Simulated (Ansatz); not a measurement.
Diamond-structure Si was calculated with LDA in Ansatz (plane waves, PAW).

Numerical settings: plane-wave cutoff 520 eV, 12×12×12 k mesh, Fermi–Dirac smearing 0.01 eV, scalar-relativistic PAW data made under PBE.

The cell is scaled about its equilibrium volume:

| V (Å³/atom) | P (GPa) | direct gap at Γ (eV) | smallest gap on the k mesh (eV) |
|---|---|---|---|
| 18.521 | 6.81 | 2.556 | 0.331 |
| 18.915 | 4.30 | 2.549 | 0.371 |
| 19.309 | 2.04 | 2.541 | 0.408 |
| 19.703 | 0.01 | 2.533 | 0.444 |
| 20.097 | -1.83 | 2.525 | 0.477 |
| 20.491 | -3.48 | 2.516 | 0.509 |
| 20.885 | -4.96 | 2.507 | 0.539 |

The fundamental gap (0.44 eV at the equilibrium volume, with added k points) lies elsewhere than Γ–Γ.

Ansatz is a first-principles code.
